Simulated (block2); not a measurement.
# AlH2Cl (SMILES [H][Al]([H])[Cl]): a chain of runs

Wanted: a series of 12 runs (DMRG/ANO-RCC-MB) of AlClH2. The setting varied is the bond dimension. The job is set up through a Python script.

The results are computed with block2 0.5.4.

2 further runs of the same task are left out: 2 set aside as unsound or not needed.

### 1 The system as given

AlH2Cl: 4 atoms, total charge 0, spin state singlet. SMILES: `[H][Al]([H])[Cl]`. Geometry: a GFN2-xTB relaxation, a rough one for these elements and not checked as a minimum.

Bond lengths: Al1–Cl4 2.014 Å, Al1–H2 1.538 Å, Al1–H3 1.538 Å. Angles: H2–Al1–Cl4 121.9°, H3–Al1–Cl4 121.9°, H2–Al1–H3 116.1°.

### 2 A single-point energy at DMRG/ANO-RCC-MB (start occupation bias 0.2) (run 2)

run_dmrg.py reads:

```python
import numpy as np
from pyscf import gto, scf
from pyblock2._pyscf.ao2mo import integrals as itg
from pyblock2.driver.core import DMRGDriver, SymmetryTypes

mol = gto.M(atom="""
Al
H 1 1.537548
H 1 1.53764 2 116.13266
Cl 1 2.013511 2 121.93353 3 -179.71881
""", basis="ano-rcc-mb", verbose=4)
print("basis functions                = %d" % (mol.nao))
mf = scf.RHF(mol)
mf.conv_tol = 1e-10
mf.max_cycle = 200
mf.kernel()
if not mf.converged:
    mf = mf.newton().run(mf.mo_coeff, mf.mo_occ)
print("SCF energy                     = %.10f" % (mf.e_tot))
ncas, n_elec, spin, ecore, h1e, g2e, orb_sym = itg.get_rhf_integrals(mf, ncore=10, ncas=10, pg_symm=False, g2e_symm=1)
driver = DMRGDriver(scratch="./tmp", symm_type=SymmetryTypes.SU2, stack_mem=1500 << 20, n_threads=1)
idx = driver.orbital_reordering(h1e, g2e, method="fiedler")
print("orbital order:", idx.tolist())
h1e = h1e[np.ix_(idx, idx)]
g2e = g2e[np.ix_(idx, idx, idx, idx)]
orb_sym = np.array(orb_sym)[idx]
driver.initialize_system(n_sites=ncas, n_elec=n_elec, spin=spin, orb_sym=orb_sym)
mpo = driver.get_qc_mpo(h1e=h1e, g2e=g2e, ecore=ecore, iprint=1)
occs = np.array([1.8] * 6 + [0.2] * 4)[idx]
ket = driver.get_random_mps(tag="GS", bond_dim=5, nroots=1, occs=occs)
bond_dims = [5] * 3 + [10] * 4
noises = [0.0001] * 3 + [1e-05] * 4 + [0]
thrds = [1e-08] * 7
e = driver.dmrg(mpo, ket, n_sweeps=13, tol=1e-07, bond_dims=bond_dims, noises=noises, thrds=thrds, iprint=2)
ms, dws, es = driver.get_dmrg_results()
print("discarded weight               = %.3e" % (dws[-1]))
print(f"E(final)                       = {e:.10f}")
dm1 = driver.get_1pdm(ket)
print("occupation numbers             =", np.round(np.linalg.eigvalsh(dm1)[::-1], 5).tolist())
c_act = mf.mo_coeff[:, 10:20][:, idx]
dm_ao = c_act @ dm1 @ c_act.T + 2 * mf.mo_coeff[:, :10] @ mf.mo_coeff[:, :10].T
print("dipole moment (debye)          =", np.round(scf.hf.dip_moment(mol, dm_ao, verbose=0), 4).tolist())
print(f"max block entropy              = {max(driver.get_bipartite_entanglement(ket)):.4f}")
```

The run is started by

```
$ python run_dmrg.py
```

The program printed:

```text
[INPUT] verbose = 4
[INPUT] num. atoms = 4
[INPUT] num. electrons = 32
[INPUT] charge = 0
[INPUT] spin (= nelec alpha-beta = 2S) = 0
[INPUT] symmetry False subgroup None
[INPUT] Mole.unit = angstrom
[INPUT] Symbol           X                Y                Z      unit          X                Y                Z       unit  Magmom
[INPUT]  1 Al     0.000000000000   0.000000000000   0.000000000000 AA    0.000000000000   0.000000000000   0.000000000000 Bohr   0.0
[INPUT]  2 H      1.537548000000   0.000000000000   0.000000000000 AA    2.905544623373   0.000000000000   0.000000000000 Bohr   0.0
[INPUT]  3 H     -0.677255069649   0.000000000000   1.380457293883 AA   -1.279826598111   0.000000000000   2.608686212097 Bohr   0.0
[INPUT]  4 Cl    -1.065016581716  -0.008386184449  -1.708770288746 AA   -2.012589657565  -0.015847591838  -3.229107855523 Bohr   0.0

nuclear repulsion = 73.0114355473378
number of shells = 6
number of NR pGTOs = 122
number of NR cGTOs = 20
basis = ano-rcc-mb
ecp = {}
CPU time:         0.47
basis functions                = 20

******** <class 'pyscf.scf.hf.RHF'> ********
method = RHF
initial guess = minao
damping factor = 0
level_shift factor = 0
DIIS = <class 'pyscf.scf.diis.CDIIS'>
diis_start_cycle = 1
diis_space = 8
diis_damp = 0
SCF conv_tol = 1e-10
SCF conv_tol_grad = None
SCF max_cycles = 200
direct_scf = True
direct_scf_tol = 1e-13
chkfile to save SCF result = tmp8kczwk69
max_memory 1800 MB (current use 114 MB)
Set gradient conv threshold to 1e-05
Initial guess from minao.
init E= -702.100893807191
  HOMO = -0.318264492947076  LUMO = 0.0310158657012174  gap/eV = 9.50440
cycle= 1 E= -702.044336873902  delta_E= 0.0566  |g|= 0.138  |ddm|= 2.13
  HOMO = -0.429479769140835  LUMO = 0.0097247336154066  gap/eV = 11.95136
cycle= 2 E= -702.058752294492  delta_E= -0.0144  |g|= 0.0274  |ddm|= 0.413
  HOMO = -0.444976506427085  LUMO = 0.0170383336881871  gap/eV = 12.57206
cycle= 3 E= -702.059317790952  delta_E= -0.000565  |g|= 0.00583  |ddm|= 0.081
  HOMO = -0.445271487074283  LUMO = 0.0169100572914981  gap/eV = 12.57660
cycle= 4 E= -702.059348333756  delta_E= -3.05e-05  |g|= 0.000536  |ddm|= 0.0231
  HOMO = -0.445338778446839  LUMO = 0.0168647821700152  gap/eV = 12.57720
cycle= 5 E= -702.059348612519  delta_E= -2.79e-07  |g|= 0.000102  |ddm|= 0.00226
  HOMO = -0.445341655480862  LUMO = 0.0168779014689074  gap/eV = 12.57763
cycle= 6 E= -702.059348625929  delta_E= -1.34e-08  |g|= 2.2e-05  |ddm|= 0.000465
  HOMO = -0.445338118213873  LUMO = 0.0168791199188851  gap/eV = 12.57757
cycle= 7 E= -702.059348626681  delta_E= -7.52e-10  |g|= 2.93e-06  |ddm|= 0.000114
  HOMO = -0.445337602857404  LUMO = 0.0168788606846138  gap/eV = 12.57755
cycle= 8 E= -702.059348626692  delta_E= -1.08e-11  |g|= 2.49e-07  |ddm|= 1.42e-05
  HOMO = -0.445337602791707  LUMO = 0.0168788188074294  gap/eV = 12.57755
Extra cycle  E= -702.059348626692  delta_E= -2.27e-13  |g|= 7.74e-08  |ddm|= 6.92e-07
converged SCF energy = -702.059348626692
SCF energy                     = -702.0593486267
orbital order: [9, 8, 5, 2, 1, 3, 7, 0, 4, 6]
integral symmetrize error =  0.0
integral cutoff error =  0.0
mpo terms =       6123

Build MPO | Nsites =    10 | Nterms =       6123 | Algorithm = FastBIP | Cutoff = 1.00e-20
 Site =     0 /    10 .. Mmpo =    14 DW = 0.00e+00 NNZ =       14 SPT = 0.0000 Tmvc = 0.000 T = 0.001
 Site =     1 /    10 .. Mmpo =    42 DW = 0.00e+00 NNZ =      179 SPT = 0.6956 Tmvc = 0.000 T = 0.001
 Site =     2 /    10 .. Mmpo =    64 DW = 0.00e+00 NNZ =      347 SPT = 0.8709 Tmvc = 0.000 T = 0.001
 Site =     3 /    10 .. Mmpo =    94 DW = 0.00e+00 NNZ =      573 SPT = 0.9048 Tmvc = 0.000 T = 0.001
 Site =     4 /    10 .. Mmpo =   132 DW = 0.00e+00 NNZ =      801 SPT = 0.9354 Tmvc = 0.000 T = 0.001
 Site =     5 /    10 .. Mmpo =    94 DW = 0.00e+00 NNZ =     2787 SPT = 0.7754 Tmvc = 0.000 T = 0.002
 Site =     6 /    10 .. Mmpo =    64 DW = 0.00e+00 NNZ =      575 SPT = 0.9044 Tmvc = 0.000 T = 0.001
 Site =     7 /    10 .. Mmpo =    42 DW = 0.00e+00 NNZ =      348 SPT = 0.8705 Tmvc = 0.000 T = 0.000
 Site =     8 /    10 .. Mmpo =    14 DW = 0.00e+00 NNZ =      177 SPT = 0.6990 Tmvc = 0.000 T = 0.000
 Site =     9 /    10 .. Mmpo =     1 DW = 0.00e+00 NNZ =       14 SPT = 0.0000 Tmvc = 0.000 T = 0.000
Ttotal =      0.010 Tmvc-total = 0.002 MPO bond dimension =   132 MaxDW = 0.00e+00
NNZ =         5815 SIZE =        43428 SPT = 0.8661

Rank =     0 Ttotal =      0.010 MPO method = FastBipartite bond dimension =     132 NNZ =         5815 SIZE =        43428 SPT = 0.8661
Environment initialization | Nsites =    10 | Center =     0
 INIT-R <-- Site =    7 ..  Bmem =   200 B Rmem =   112 B T = 0.00
 INIT-R <-- Site =    6 ..  Bmem = 2.87 KB Rmem =   632 B T = 0.00
 INIT-R <-- Site =    5 ..  Bmem = 7.96 KB Rmem = 1.48 KB T = 0.00
 INIT-R <-- Site =    4 ..  Bmem = 18.6 KB Rmem = 3.27 KB T = 0.00
 INIT-R <-- Site =    3 ..  Bmem = 38.1 KB Rmem = 5.97 KB T = 0.00
 INIT-R <-- Site =    2 ..  Bmem = 42.1 KB Rmem = 3.27 KB T = 0.00
 INIT-R <-- Site =    1 ..  Bmem = 20.5 KB Rmem = 2.29 KB T = 0.00
 INIT-R <-- Site =    0 ..  Bmem = 14.9 KB Rmem = 1.59 KB T = 0.00
Time init sweep =        0.004 | MaxBmem = 42.1 KB | MaxRmem = 3.27 KB
 | Tread = 0.000 | Twrite = 0.000 | Tfpread = 0.000 | Tfpwrite = 0.000 | data = 18.6 KB | cpsd = 14.4 KB | Tasync = 0.000

[... 1 line left out ...]
 --> Site =    0-   1 .. Mmps =    2 Ndav =   6 E =   -701.7430991059 Error = 0.00e+00 FLOPS = 6.57e+06 Tdav = 0.00 T = 0.00
[... 1 line left out ...]
 --> Site =    2-   3 .. Mmps =    5 Ndav =   8 E =   -701.7548026638 Error = 2.19e-05 FLOPS = 3.32e+08 Tdav = 0.00 T = 0.00
[... 1 line left out ...]
 --> Site =    4-   5 .. Mmps =    5 Ndav =   9 E =   -702.0662402459 Error = 3.37e-05 FLOPS = 3.10e+08 Tdav = 0.00 T = 0.00
[... 1 line left out ...]
 --> Site =    6-   7 .. Mmps =    5 Ndav =   5 E =   -702.0749462194 Error = 3.78e-05 FLOPS = 2.27e+08 Tdav = 0.00 T = 0.00
[... 1 line left out ...]
 --> Site =    8-   9 .. Mmps =    5 Ndav =   5 E =   -702.0765492892 Error = 5.67e-07 FLOPS = 2.54e+07 Tdav = 0.00 T = 0.00
[... 10 lines left out ...]
 <-- Site =    7-   8 .. Mmps =    5 Ndav =   4 E =   -702.0765803545 Error = 2.56e-05 FLOPS = 1.67e+08 Tdav = 0.00 T = 0.00
[... 1 line left out ...]
 <-- Site =    5-   6 .. Mmps =    5 Ndav =   4 E =   -702.0765975452 Error = 4.76e-05 FLOPS = 2.14e+08 Tdav = 0.00 T = 0.00
[... 1 line left out ...]
 <-- Site =    3-   4 .. Mmps =    5 Ndav =   6 E =   -702.0811220379 Error = 2.17e-04 FLOPS = 2.76e+08 Tdav = 0.00 T = 0.00
[... 1 line left out ...]
 <-- Site =    1-   2 .. Mmps =    5 Ndav =   3 E =   -702.0809066510 Error = 2.66e-05 FLOPS = 1.19e+08 Tdav = 0.00 T = 0.00
[... 10 lines left out ...]
 --> Site =    0-   1 .. Mmps =    3 Ndav =   1 E =   -702.0844322812 Error = 0.00e+00 FLOPS = 1.60e+07 Tdav = 0.00 T = 0.00
[... 1 line left out ...]
 --> Site =    2-   3 .. Mmps =    5 Ndav =   5 E =   -702.0848950923 Error = 2.92e-04 FLOPS = 2.28e+08 Tdav = 0.00 T = 0.00
[... 1 line left out ...]
 --> Site =    4-   5 .. Mmps =    5 Ndav =   5 E =   -702.0872603755 Error = 1.27e-03 FLOPS = 2.59e+08 Tdav = 0.00 T = 0.00
[... 1 line left out ...]
 --> Site =    6-   7 .. Mmps =    5 Ndav =   4 E =   -702.0863466529 Error = 6.00e-04 FLOPS = 1.86e+08 Tdav = 0.00 T = 0.00
[... 1 line left out ...]
 --> Site =    8-   9 .. Mmps =    5 Ndav =   1 E =   -702.0853903536 Error = 9.61e-07 FLOPS = 1.40e+07 Tdav = 0.00 T = 0.00
[... 10 lines left out ...]
 <-- Site =    7-   8 .. Mmps =    9 Ndav =   3 E =   -702.0853917148 Error = 0.00e+00 FLOPS = 1.18e+08 Tdav = 0.00 T = 0.00
[... 1 line left out ...]
 <-- Site =    5-   6 .. Mmps =   10 Ndav =   5 E =   -702.0870292115 Error = 6.95e-06 FLOPS = 4.70e+08 Tdav = 0.00 T = 0.01
[... 1 line left out ...]
 <-- Site =    3-   4 .. Mmps =   10 Ndav =   4 E =   -702.0891015703 Error = 4.33e-07 FLOPS = 5.42e+08 Tdav = 0.00 T = 0.00
[... 1 line left out ...]
 <-- Site =    1-   2 .. Mmps =   10 Ndav =   4 E =   -702.0907553343 Error = 1.30e-06 FLOPS = 3.09e+08 Tdav = 0.00 T = 0.00
[... 10 lines left out ...]
 --> Site =    0-   1 .. Mmps =    3 Ndav =   1 E =   -702.0907542916 Error = 0.00e+00 FLOPS = 5.23e+07 Tdav = 0.00 T = 0.00
[... 1 line left out ...]
 --> Site =    2-   3 .. Mmps =   10 Ndav =   6 E =   -702.0928287245 Error = 3.68e-04 FLOPS = 7.02e+08 Tdav = 0.00 T = 0.00
 --> Site =    3-   4 .. Mmps =   10 Ndav =   4 E =   -702.0925823143 Error = 4.35e-06 FLOPS = 8.02e+08 Tdav = 0.00 T = 0.01
 --> Site =    4-   5 .. Mmps =   10 Ndav =   5 E =   -702.0929378005 Error = 4.29e-05 FLOPS = 8.35e+08 Tdav = 0.00 T = 0.01
 --> Site =    5-   6 .. Mmps =   10 Ndav =   5 E =   -702.0930335760 Error = 2.96e-05 FLOPS = 7.86e+08 Tdav = 0.00 T = 0.01
 --> Site =    6-   7 .. Mmps =   10 Ndav =   4 E =   -702.0929919959 Error = 3.12e-06 FLOPS = 5.09e+08 Tdav = 0.00 T = 0.01
 --> Site =    7-   8 .. Mmps =   10 Ndav =   4 E =   -702.0931140807 Error = 3.34e-08 FLOPS = 1.71e+08 Tdav = 0.00 T = 0.00
 --> Site =    8-   9 .. Mmps =   10 Ndav =   1 E =   -702.0931140559 Error = 6.16e-14 FLOPS = 2.17e+07 Tdav = 0.00 T = 0.00
[... 8 lines left out ...]
Sweep =    5 | Direction = backward | Bond dimension =   10 | Noise =  1.00e-05 | Dav threshold =  1.00e-08
 <-- Site =    8-   9 .. Mmps =    3 Ndav =   1 E =   -702.0931140559 Error = 0.00e+00 FLOPS = 3.98e+07 Tdav = 0.00 T = 0.00
 <-- Site =    7-   8 .. Mmps =   10 Ndav =   2 E =   -702.0931140826 Error = 0.00e+00 FLOPS = 1.18e+08 Tdav = 0.00 T = 0.00
 <-- Site =    6-   7 .. Mmps =   10 Ndav =   3 E =   -702.0931172961 Error = 3.94e-06 FLOPS = 6.04e+08 Tdav = 0.00 T = 0.00
 <-- Site =    5-   6 .. Mmps =   10 Ndav =   4 E =   -702.0931634926 Error = 3.09e-05 FLOPS = 6.00e+08 Tdav = 0.00 T = 0.01
 <-- Site =    4-   5 .. Mmps =   10 Ndav =   5 E =   -702.0932453578 Error = 8.92e-05 FLOPS = 6.39e+08 Tdav = 0.00 T = 0.01
 <-- Site =    3-   4 .. Mmps =   10 Ndav =   4 E =   -702.0931407030 Error = 2.30e-06 FLOPS = 6.23e+08 Tdav = 0.00 T = 0.01
 <-- Site =    2-   3 .. Mmps =   10 Ndav =   5 E =   -702.0936127500 Error = 3.73e-04 FLOPS = 5.68e+08 Tdav = 0.00 T = 0.01
 <-- Site =    1-   2 .. Mmps =   10 Ndav =   3 E =   -702.0931377974 Error = 5.18e-07 FLOPS = 1.78e+08 Tdav = 0.00 T = 0.00
 <-- Site =    0-   1 .. Mmps =   10 Ndav =   1 E =   -702.0931377782 Error = 1.60e-16 FLOPS = 2.61e+07 Tdav = 0.00 T = 0.00
Time elapsed =      0.198 | E =    -702.0936127500 | DE = -4.99e-04 | DW = 3.73221e-04
Time sweep =        0.050 | 2.44 MFLOP/SWP
 | Dmem = 15.3 KB (16%) | Imem = 30.6 KB (97%) | Hmem = 303 KB | Wmem = 1.29 KB | Pmem = 8.90 KB
 | Tread = 0.000 | Twrite = 0.001 | Tfpread = 0.000 | Tfpwrite = 0.000 | Tmporead = 0.000
 | data = 58.2 KB | cpsd = 45.2 KB | Tasync = 0.000
 | Trot = 0.001 | Tctr = 0.000 | Tint = 0.000 | Tmid = 0.000 | Tdctr = 0.000 | Tdiag = 0.001 | Tinfo = 0.002
 | Teff = 0.024 | Tprt = 0.002 | Teig = 0.005 | Tblk = 0.044 | Tmve = 0.005 | Tdm = 0.000 | Tsplt = 0.001 | Tsvd = 0.000 | Torth = 0.000

Sweep =    6 | Direction =  forward | Bond dimension =   10 | Noise =  1.00e-05 | Dav threshold =  1.00e-08
 --> Site =    0-   1 .. Mmps =    3 Ndav =   1 E =   -702.0931377782 Error = 0.00e+00 FLOPS = 3.80e+07 Tdav = 0.00 T = 0.00
 --> Site =    1-   2 .. Mmps =   10 Ndav =   2 E =   -702.0931378041 Error = 0.00e+00 FLOPS = 1.52e+08 Tdav = 0.00 T = 0.00
 --> Site =    2-   3 .. Mmps =   10 Ndav =   5 E =   -702.0936127501 Error = 3.74e-04 FLOPS = 5.44e+08 Tdav = 0.00 T = 0.01
 --> Site =    3-   4 .. Mmps =   10 Ndav =   4 E =   -702.0931413392 Error = 4.57e-06 FLOPS = 6.24e+08 Tdav = 0.00 T = 0.01
 --> Site =    4-   5 .. Mmps =   10 Ndav =   5 E =   -702.0932656790 Error = 9.61e-05 FLOPS = 6.45e+08 Tdav = 0.00 T = 0.01
 --> Site =    5-   6 .. Mmps =   10 Ndav =   5 E =   -702.0931864274 Error = 2.91e-05 FLOPS = 6.21e+08 Tdav = 0.00 T = 0.01
 --> Site =    6-   7 .. Mmps =   10 Ndav =   3 E =   -702.0931403316 Error = 2.99e-06 FLOPS = 5.19e+08 Tdav = 0.00 T = 0.01
 --> Site =    7-   8 .. Mmps =   10 Ndav =   2 E =   -702.0931374013 Error = 3.44e-08 FLOPS = 1.31e+08 Tdav = 0.00 T = 0.00
 --> Site =    8-   9 .. Mmps =   10 Ndav =   1 E =   -702.0931373776 Error = 5.16e-14 FLOPS = 2.08e+07 Tdav = 0.00 T = 0.00
Time elapsed =      0.247 | E =    -702.0936127501 | DE = -9.98e-11 | DW = 3.74398e-04
Time sweep =        0.049 | 2.48 MFLOP/SWP
 | Dmem = 15.3 KB (16%) | Imem = 30.6 KB (97%) | Hmem = 285 KB | Wmem = 1.29 KB | Pmem = 8.85 KB
 | Tread = 0.000 | Twrite = 0.001 | Tfpread = 0.000 | Tfpwrite = 0.000 | Tmporead = 0.000
 | data = 57.8 KB | cpsd = 44.6 KB | Tasync = 0.000
 | Trot = 0.001 | Tctr = 0.000 | Tint = 0.000 | Tmid = 0.000 | Tdctr = 0.001 | Tdiag = 0.001 | Tinfo = 0.003
 | Teff = 0.024 | Tprt = 0.002 | Teig = 0.005 | Tblk = 0.042 | Tmve = 0.006 | Tdm = 0.000 | Tsplt = 0.000 | Tsvd = 0.000 | Torth = 0.000

Sweep =    7 | Direction = backward | Bond dimension =   10 | Noise =  0.00e+00 | Dav threshold =  1.00e-08
 <-- Site =    8-   9 .. Mmps =    3 Ndav =   1 E =   -702.0931373776 Error = 0.00e+00 FLOPS = 3.85e+07 Tdav = 0.00 T = 0.00
 <-- Site =    7-   8 .. Mmps =   10 Ndav =   2 E =   -702.0931374020 Error = 0.00e+00 FLOPS = 1.55e+08 Tdav = 0.00 T = 0.00
 <-- Site =    6-   7 .. Mmps =   10 Ndav =   3 E =   -702.0931403295 Error = 8.88e-07 FLOPS = 6.01e+08 Tdav = 0.00 T = 0.00
 <-- Site =    5-   6 .. Mmps =   10 Ndav =   5 E =   -702.0931875860 Error = 2.60e-05 FLOPS = 6.32e+08 Tdav = 0.00 T = 0.01
 <-- Site =    4-   5 .. Mmps =   10 Ndav =   5 E =   -702.0932766175 Error = 9.91e-05 FLOPS = 7.37e+08 Tdav = 0.00 T = 0.01
 <-- Site =    3-   4 .. Mmps =   10 Ndav =   3 E =   -702.0931425040 Error = 9.75e-07 FLOPS = 6.08e+08 Tdav = 0.00 T = 0.01
 <-- Site =    2-   3 .. Mmps =   10 Ndav =   5 E =   -702.0934861735 Error = 2.71e-04 FLOPS = 6.07e+08 Tdav = 0.00 T = 0.00
 <-- Site =    1-   2 .. Mmps =   10 Ndav =   3 E =   -702.0931411927 Error = 4.84e-19 FLOPS = 2.05e+08 Tdav = 0.00 T = 0.00
 <-- Site =    0-   1 .. Mmps =    6 Ndav =   1 E =   -702.0931411927 Error = 2.13e-22 FLOPS = 2.74e+07 Tdav = 0.00 T = 0.00
Time elapsed =      0.289 | E =    -702.0934861735 | DE = 1.27e-04 | DW = 2.71403e-04
Time sweep =        0.042 | 2.39 MFLOP/SWP
 | Dmem = 15.3 KB (16%) | Imem = 30.6 KB (97%) | Hmem = 285 KB | Wmem = 1.27 KB | Pmem = 0 B
 | Tread = 0.000 | Twrite = 0.001 | Tfpread = 0.000 | Tfpwrite = 0.000 | Tmporead = 0.000
 | data = 58.7 KB | cpsd = 45.4 KB | Tasync = 0.000
 | Trot = 0.001 | Tctr = 0.000 | Tint = 0.000 | Tmid = 0.000 | Tdctr = 0.000 | Tdiag = 0.001 | Tinfo = 0.002
 | Teff = 0.022 | Tprt = 0.000 | Teig = 0.004 | Tblk = 0.038 | Tmve = 0.004 | Tdm = 0.000 | Tsplt = 0.000 | Tsvd = 0.000 | Torth = 0.000

Sweep =    8 | Direction =  forward | Bond dimension =   10 | Noise =  0.00e+00 | Dav threshold =  1.00e-08
 --> Site =    0-   1 .. Mmps =    3 Ndav =   1 E =   -702.0931411927 Error = 0.00e+00 FLOPS = 4.36e+07 Tdav = 0.00 T = 0.00
 --> Site =    1-   2 .. Mmps =   10 Ndav =   1 E =   -702.0931411927 Error = 0.00e+00 FLOPS = 9.84e+07 Tdav = 0.00 T = 0.01
 --> Site =    2-   3 .. Mmps =   10 Ndav =   5 E =   -702.0934861734 Error = 2.71e-04 FLOPS = 5.92e+08 Tdav = 0.00 T = 0.00
 --> Site =    3-   4 .. Mmps =   10 Ndav =   4 E =   -702.0931425450 Error = 9.45e-07 FLOPS = 6.60e+08 Tdav = 0.00 T = 0.01
 --> Site =    4-   5 .. Mmps =   10 Ndav =   5 E =   -702.0932808526 Error = 9.98e-05 FLOPS = 7.24e+08 Tdav = 0.00 T = 0.01
 --> Site =    5-   6 .. Mmps =   10 Ndav =   5 E =   -702.0931902918 Error = 2.60e-05 FLOPS = 6.28e+08 Tdav = 0.00 T = 0.01
 --> Site =    6-   7 .. Mmps =   10 Ndav =   4 E =   -702.0931430321 Error = 9.00e-07 FLOPS = 6.05e+08 Tdav = 0.00 T = 0.00
 --> Site =    7-   8 .. Mmps =   10 Ndav =   2 E =   -702.0931410418 Error = 1.83e-16 FLOPS = 1.56e+08 Tdav = 0.00 T = 0.00
 --> Site =    8-   9 .. Mmps =    5 Ndav =   1 E =   -702.0931410418 Error = 8.85e-21 FLOPS = 1.73e+07 Tdav = 0.00 T = 0.00
Time elapsed =      0.338 | E =    -702.0934861734 | DE = 4.07e-11 | DW = 2.71406e-04
Time sweep =        0.048 | 2.49 MFLOP/SWP
 | Dmem = 15.3 KB (16%) | Imem = 30.6 KB (97%) | Hmem = 279 KB | Wmem = 1.27 KB | Pmem = 0 B
 | Tread = 0.000 | Twrite = 0.001 | Tfpread = 0.000 | Tfpwrite = 0.000 | Tmporead = 0.000
 | data = 58.7 KB | cpsd = 43.8 KB | Tasync = 0.000
 | Trot = 0.001 | Tctr = 0.000 | Tint = 0.000 | Tmid = 0.000 | Tdctr = 0.000 | Tdiag = 0.001 | Tinfo = 0.002
 | Teff = 0.022 | Tprt = 0.000 | Teig = 0.004 | Tblk = 0.043 | Tmve = 0.005 | Tdm = 0.000 | Tsplt = 0.000 | Tsvd = 0.000 | Torth = 0.000

discarded weight               = 2.714e-04
E(final)                       = -702.0934861734
occupation numbers             = [1.99969, 1.99711, 1.98933, 1.98917, 1.98462, 1.97832, 0.0242, 0.01399, 0.01226, 0.01131]
dipole moment (debye)          = [0.7207, 0.0165, 1.1563]
max block entropy              = 0.1253
```

Run time: 1.9 s. Hardware: 1 thread of AMD EPYC 9R45 (Zen 5), shared host; peak memory 0.24 GiB.

[end of part 1 of 3]
